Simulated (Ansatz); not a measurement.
# Counterpoise correction, worked out

The pair of SiH$_{4}$ (SMILES [SiH4], atoms 1–5) and PH$_{3}$ (SMILES P, atoms 6–9), both closed shells, in one local arrangement (a lower one may exist), relaxed at PBE0-D4/def2-TZVP:

```xyz
9
angstrom
Si -0.2922 0.0005 -1.8479
H -0.4208 -0.3443 -3.2888
H -1.6432 0.2255 -1.2775
H 0.5307 1.2268 -1.7097
H 0.3670 -1.1291 -1.1429
P 0.2112 0.2957 1.8425
H 0.1509 0.8606 3.1434
H 1.5167 -0.2256 2.0367
H -0.4201 -0.9101 2.2443
```

Computed with Ansatz 0.2.0 (basis: def2-TZVPPD); correlated methods freeze the cores.

CCSD(T) total energies in eV:

| system | geometry | basis functions | energy |
| --- | --- | --- | --- |
| pair | pair | all | -17255.51700 |
| SiH$_{4}$ | as in the pair | all (partner as ghosts) | -7930.38876 |
| PH$_{3}$ | as in the pair | all (partner as ghosts) | -9325.09358 |
| SiH$_{4}$ | as in the pair | its own | -7930.38466 |
| PH$_{3}$ | as in the pair | its own | -9325.08676 |
| SiH$_{4}$ | free (PBE0-D4 minimum) | its own | -7930.38537 |
| PH$_{3}$ | free (PBE0-D4 minimum) | its own | -9325.08635 |

Question: Work out the interaction energy with and without the counterpoise correction, the superposition error, and the binding energy from the relaxed fragments.

Answer: Without correction: -17255.51700 − (-7930.38466) − (-9325.08676) = -0.04558 eV.
With correction (each fragment in the whole basis): -17255.51700 − (-7930.38876) − (-9325.09358) = -0.03466 eV = -0.80 kcal/mol.
The superposition error is the difference, 0.01092 eV, 24 % of the uncorrected value: each fragment borrows its partner's functions.
Deformation from the free shapes: 0.00071 eV for SiH$_{4}$ and -0.00041 eV for PH$_{3}$ (a small negative value is possible, since the free shapes are minima of another method).
Binding energy from relaxed fragments: -0.03466 + 0.00071 + (-0.00041) = -0.03436 eV = -0.79 kcal/mol (electronic, without zero-point energy; negative means bound). For comparison, the corrected interaction energy by CCSD(T) at an estimated basis limit (MP2 extrapolated from triple and quadruple zeta, plus CCSD(T) − MP2 in triple zeta) is -0.048 eV; triple zeta with the correction binds less.

The T1 diagnostic stays at or below 0.014.

For scale, one of the runs: CCSD(T)/def2-TZVPPD, 215 basis functions, launched by `ansatz run in.yaml --threads 2 --pin off --events-out ev --progress --plain --max-ram 5222MiB`. Hardware: 2 CPU threads of an Intel Xeon Platinum 8488C, shared host. Wall time 32 s; peak host memory 2.8 GiB.
